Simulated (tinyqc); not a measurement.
Inside a calculation. Method: MP2 on RHF in the sto-3g basis, for H2O, spin multiplicity 1. One step of it, computed by the program tinyqc.

Task: Iteration 8 (converged): orbitals. Diagonalise F' = X^T F X, C = X C', fill 5 alpha and 5 beta electrons from the bottom; D = 2 C_occ C_occ^T. Each column has its largest component positive (the first on a tie).

converged F (hartree):
```
,1O 1s,1O 2s,1O 2px,1O 2py,1O 2pz,2H 1s,3H 1s
1O 1s,-20.252686,-5.164239,0.000000,-0.001439,-0.026849,-1.038831,-0.872597
1O 2s,-5.164239,-2.423970,0.000000,-0.015706,-0.093805,-0.925065,-0.817861
1O 2px,0.000000,0.000000,-0.391075,0.000000,0.000000,0.000000,0.000000
1O 2py,-0.001439,-0.015706,0.000000,-0.257546,-0.017770,-0.373729,0.349645
1O 2pz,-0.026849,-0.093805,0.000000,-0.017770,-0.300957,-0.363136,-0.342414
2H 1s,-1.038831,-0.925065,0.000000,-0.373729,-0.363136,-0.508473,-0.309564
3H 1s,-0.872597,-0.817861,0.000000,0.349645,-0.342414,-0.309564,-0.429809
```

X:
```
,1O 1s,1O 2s,1O 2px,1O 2py,1O 2pz,2H 1s,3H 1s
1O 1s,1.023805,-0.138740,0.000000,-0.001020,-0.008716,0.020896,0.018831
1O 2s,-0.138740,1.182526,0.000000,0.013995,0.087546,-0.265085,-0.220562
1O 2px,0.000000,0.000000,1.000000,0.000000,0.000000,0.000000,0.000000
1O 2py,-0.001020,0.013995,0.000000,1.080580,0.006616,-0.198510,0.177529
1O 2pz,-0.008716,0.087546,0.000000,0.006616,1.047737,-0.142771,-0.123197
2H 1s,0.020896,-0.265085,0.000000,-0.198510,-0.142771,1.172483,-0.077337
3H 1s,0.018831,-0.220562,0.000000,0.177529,-0.123197,-0.077337,1.135733
```

Give: F' = X^T F X; orbital energies; coefficients C; D after iteration 8.

Result:

F' = X^T F X (hartree):
```
,1,2,3,4,5,6,7
1,-19.877,-2.688,0.000,-0.002,-0.056,-0.144,-0.101
2,-2.688,-1.292,0.000,0.010,0.110,-0.470,-0.404
3,0.000,0.000,-0.391,0.000,0.000,0.000,0.000
4,-0.002,0.010,0.000,-0.018,-0.003,-0.432,0.404
5,-0.056,0.110,0.000,-0.003,-0.154,-0.336,-0.308
6,-0.144,-0.470,0.000,-0.432,-0.336,-0.001,-0.087
7,-0.101,-0.404,0.000,0.404,-0.308,-0.087,-0.017
```

orbital energies (hartree): MO1 -20.261, MO2 -1.231, MO3 -0.563, MO4 -0.452, MO5 -0.391, MO6 0.514, MO7 0.634

coefficients C:
```
,MO1,MO2,MO3,MO4,MO5,MO6,MO7
1O 1s,0.994,-0.237,0.015,0.099,0.000,0.110,0.040
1O 2s,0.025,0.867,-0.077,-0.507,0.000,-0.677,-0.266
1O 2px,0.000,0.000,0.000,0.000,1.000,0.000,0.000
1O 2py,0.000,0.016,0.612,-0.045,0.000,0.266,-0.889
1O 2pz,0.004,0.103,0.059,0.740,0.000,-0.723,-0.236
2H 1s,-0.005,0.162,0.465,0.278,0.000,0.486,0.977
3H 1s,-0.005,0.136,-0.435,0.357,0.000,0.896,-0.503
```

D after iteration 8:
```
,1O 1s,1O 2s,1O 2px,1O 2py,1O 2pz,2H 1s,3H 1s
1O 1s,2.109,-0.464,0.000,0.002,0.106,-0.019,-0.016
1O 2s,-0.464,2.032,0.000,-0.021,-0.581,-0.074,-0.058
1O 2px,0.000,0.000,2.000,0.000,0.000,0.000,0.000
1O 2py,0.002,-0.021,0.000,0.755,0.008,0.549,-0.561
1O 2pz,0.106,-0.581,0.000,0.008,1.124,0.500,0.506
2H 1s,-0.019,-0.074,0.000,0.549,0.500,0.639,-0.161
3H 1s,-0.016,-0.058,0.000,-0.561,0.506,-0.161,0.671
```
